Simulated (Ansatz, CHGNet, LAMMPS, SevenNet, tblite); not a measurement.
Zinc-blende ZnS, LA phonon frequency at L

Reference value: 195 ± 3 cm⁻¹ (measured, room temperature, not corrected to a static lattice; as tabulated in Vagelatos et al., J. Chem. Phys. (1974)).

```tsv
level (code)	value (cm⁻¹)	cell (Å³/atom)	difference (%)
Stillinger–Weber CdTeZnSeHgS0.sw (LAMMPS)	246	19.75	+26
GFN1-xTB (tblite)	148	22.43	-24
CHGNet 0.3.0 (CHGNet)	134	20.21	-31
SevenNet-0 (SevenNet)	178	20.25	-8.7
LDA (Ansatz)	200	18.57	+2.6
PBE (Ansatz)	189	20.16	-3.1
r²SCAN (Ansatz)	197	19.56	+1.0
```

Leaving aside Stillinger–Weber CdTeZnSeHgS0.sw, which can be fitted to such values or carry a doubt: Nearest, and too close to rank with a margin of 3.0 % (twice that across the reference) picked here for doubts on the reference and the settings, and for temperature and zero-point motion: r²SCAN (+1.0 %), LDA (+2.6 %), PBE (-3.1 %). CHGNet 0.3.0 (-31 %) lies farthest from it. Within 10 %: SevenNet-0, LDA, PBE, r²SCAN.

The measured value isn't corrected to a static lattice, so vibrations enter the comparison.  Stillinger–Weber CdTeZnSeHgS0.sw: the potential file covers more elements than this solid holds. GFN1-xTB: the method was fitted mainly to molecules. GFN1-xTB: the run uses a supercell at the zone centre in place of a k mesh. Each level is taken at its own relaxed cell. Cutoffs differ between the levels. Ansatz's density-functional and Hartree–Fock values are scalar-relativistic unless marked +SOC, with PAW data made under PBE.

Empirical potentials (Stillinger–Weber CdTeZnSeHgS0.sw) are fitted to chosen data, which need not cover the solid at hand: agreement can be built in, and what lay outside the fit can be far off. Machine-learned potentials (CHGNet 0.3.0, SevenNet-0) are trained on DFT data, which may include these solids.

Differences are worked out from the printed values.

Ansatz is a quantum-chemistry and plane-wave program.
